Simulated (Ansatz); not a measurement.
**LiN (triplet): wave-function methods side by side, def2-QZVPP**

One table from this session's results is given with a row withheld; the runs are named, their logs left out.

Program: Ansatz 0.2.0, Gaussian basis. Level of theory: def2-QZVPP, core rule «outside noble gas», up to 2 orbitals frozen. These are calculated values, not measurements.

Plan: UHF; ROHF; CCSD(T) on UHF.

2 further runs of the same task are left out: 2 set aside as unsound or not needed.

## What is computed

The geometry is a PBE0/def2-TZVP stationary point (not a proven minimum) of the parent state, kept for this charge and spin.

2 atoms, charge 0, spin multiplicity 3.

Atoms are counted from 1 here; the program's logs count them from 0.

Bond lengths: N1–Li2 1.830 Å.

Set-up of the first run:

in.yaml

```yaml
crystal:
  periodic: [false, false, false]
  atoms:
    - {symbol: N, position_ang: [0.000000, 0.000000, 0.000000]}
    - {symbol: Li, position_ang: [0.000000, 0.000000, 1.829700]}
basis:
  gaussian: {orbitals: "def2-QZVPP.json"}
magnetization: {spin_polarized: true, initial_magnetization: 2}
hamiltonian: {xc: hf}
output: {orbitals: {seedname: orbitals}}
```

Command:

```bash
$ ansatz run in.yaml --threads 1 --pin off --events-out ev --progress --plain --max-ram 2393MiB
```

Steps of the session up to this table: UHF; ROHF; CCSD(T) on UHF.

One of the session's tables, all rows but one given; the rest of the session is left out.

| method | from UCCSD(T) (meV) |
| --- | --- |
| ROHF | +4919.3 |
| UHF | ? |
| UMP2 | +570.1 |
| UCCSD | +159.3 |
| UCCSD(T) | 0 |

Q: Estimate the row for UHF from the others.

**Answer.** from UCCSD(T) (meV): +4763.6. In the column «from UCCSD(T) (meV)» it lies between UMP2 (+570.1) and ROHF (+4919.3).
